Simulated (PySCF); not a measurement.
# Vibration and rotation of LiS

UHF-CCSD(T) constants of LiS, ²Π (doublet), unpaired electrons π ↑ (PySCF, no relativity, basis sets Li 6-311G(d,p), S 6-311G(d,p); masses 7.0160 and 31.9721 u):

```
ωe              : 585.7 cm⁻¹
ωexe            : 3.68 cm⁻¹
Be              : 0.63228 cm⁻¹
αe              : 0.00656 cm⁻¹
D (centrifugal) : 2.95e-06 cm⁻¹
De to Li + S    : 2.82 eV
```

Q: Give the vibrational terms G(v) and spacings up to v = 6.

A: G(v) = ωe(v+½) − ωexe(v+½)².

```json
{"v": "0", "G(v) (cm⁻¹)": "291.9", "G(v) − G(v−1)": "", "Bv (cm⁻¹)": "0.6290"}
{"v": "1", "G(v) (cm⁻¹)": "870.3", "G(v) − G(v−1)": "578.3", "Bv (cm⁻¹)": "0.6224"}
{"v": "2", "G(v) (cm⁻¹)": "1441.2", "G(v) − G(v−1)": "571.0", "Bv (cm⁻¹)": "0.6159"}
{"v": "3", "G(v) (cm⁻¹)": "2004.9", "G(v) − G(v−1)": "563.6", "Bv (cm⁻¹)": "0.6093"}
{"v": "4", "G(v) (cm⁻¹)": "2561.1", "G(v) − G(v−1)": "556.3", "Bv (cm⁻¹)": "0.6028"}
{"v": "5", "G(v) (cm⁻¹)": "3110.0", "G(v) − G(v−1)": "548.9", "Bv (cm⁻¹)": "0.5962"}
{"v": "6", "G(v) (cm⁻¹)": "3651.6", "G(v) − G(v−1)": "541.5", "Bv (cm⁻¹)": "0.5896"}
```

Q: How well does the Morse estimate ωe²/(4ωexe) reproduce De, and what is D0?

A: It gives 2.89 eV, 102 % of the computed De. D0 = De − G(0) = 2.82 − 0.04 = 2.78 eV.

Correlated steps freeze 5 core orbitals. The state is the lowest determinant that a PBE0 search found; another state may lie lower at other levels.
